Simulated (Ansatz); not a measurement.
Geometry optimisation, RKS PBE0-D4/6-31G* in Ansatz 0.2.0.

Input file:

```yaml
crystal:
  periodic: [false, false, false]
  atoms:
    - { symbol: Si, position_ang: [0.0, 0.0, 0.0] }
    - { symbol: O, position_ang: [0.0, 0.0, 2.03] }
    - { symbol: H, position_ang: [-0.9095, -0.2814, 2.3671] }
    - { symbol: H, position_ang: [1.3768, 0.0, -0.4862] }
    - { symbol: H, position_ang: [-0.6877, 1.1914, -0.4862] }
    - { symbol: H, position_ang: [-0.6877, -1.1914, -0.4862] }
    - { symbol: S, position_ang: [1.2839, -1.9497, 0.7757] }
    - { symbol: H, position_ang: [0.4989, -3.103, 0.6585] }
    - { symbol: H, position_ang: [0.673, -1.022, 1.8816] }
basis:
  gaussian: { orbitals: "6-31G*" }
hamiltonian:
  xc: pbe0
  dispersion: d4
relax:
  f_tol: 0.15
  max_steps: 25
  restrain:
    - { distance: [0, 6], at: 3.36, k: 30.0 }
    - { distance: [8, 1], at: 2.21, k: 30.0 }
    - { distance: [0, 1], at: 1.68, k: 30.0 }
    - { distance: [8, 6], at: 1.4, k: 30.0 }
output:
  orbitals: {}
```

Run as:

```bash
$ ansatz run input.yaml --threads 1 --pin off --max-ram 2048MiB --backend cpu --events-out ev --progress --plain --runs-dir out
```

**Question.** Where does it end, and by what steps?

**Answer.** The run converged. The restraints hold the end off the free minimum; the threshold counts their pulls, which the force column leaves out. Restrained pairs: Si1–S7 (2.46 → 3.37 Å), O2–H9 (1.23 → 2.21 Å), Si1–O2 (2.03 → 1.68 Å), S7–H9 (1.57 → 1.38 Å). After 11 steps the energy has fallen by 2.440 eV (the restraints' own energy left out); H9 moved furthest, 0.81 Å.

```json
{"step": "0", "energy less start (eV)": "0.0000", "largest force component (eV/Å)": "3.136", "accepted": "yes"}
{"step": "1", "energy less start (eV)": "-0.6802", "largest force component (eV/Å)": "2.641", "accepted": "yes"}
{"step": "2", "energy less start (eV)": "-1.2392", "largest force component (eV/Å)": "4.032", "accepted": "yes"}
{"step": "3", "energy less start (eV)": "-1.9145", "largest force component (eV/Å)": "2.749", "accepted": "yes"}
{"step": "4", "energy less start (eV)": "-2.3304", "largest force component (eV/Å)": "0.536", "accepted": "yes"}
{"step": "5", "energy less start (eV)": "-2.3152", "largest force component (eV/Å)": "0.987", "accepted": "no"}
{"step": "6", "energy less start (eV)": "-2.3806", "largest force component (eV/Å)": "0.505", "accepted": "yes"}
{"step": "7", "energy less start (eV)": "-2.4019", "largest force component (eV/Å)": "0.529", "accepted": "yes"}
{"step": "8", "energy less start (eV)": "-2.4182", "largest force component (eV/Å)": "0.578", "accepted": "yes"}
{"step": "9", "energy less start (eV)": "-2.4337", "largest force component (eV/Å)": "0.587", "accepted": "yes"}
{"step": "10", "energy less start (eV)": "-2.4326", "largest force component (eV/Å)": "0.741", "accepted": "no"}
{"step": "11", "energy less start (eV)": "-2.4404", "largest force component (eV/Å)": "0.559", "accepted": "yes"}
```

```xyz
9
Properties=species:S:1:pos:R:3
Si -0.155 0.195 0.030
O -0.187 0.076 1.703
H -1.068 0.141 2.092
H 1.263 0.323 -0.371
H -0.890 1.429 -0.389
H -0.816 -0.955 -0.648
S 1.630 -2.526 0.898
H 0.603 -3.377 1.075
H 1.168 -1.661 1.862
```

Run time: 33 s on 1 thread of Arm Neoverse V2 (shared host), peak memory 0.13 GiB.
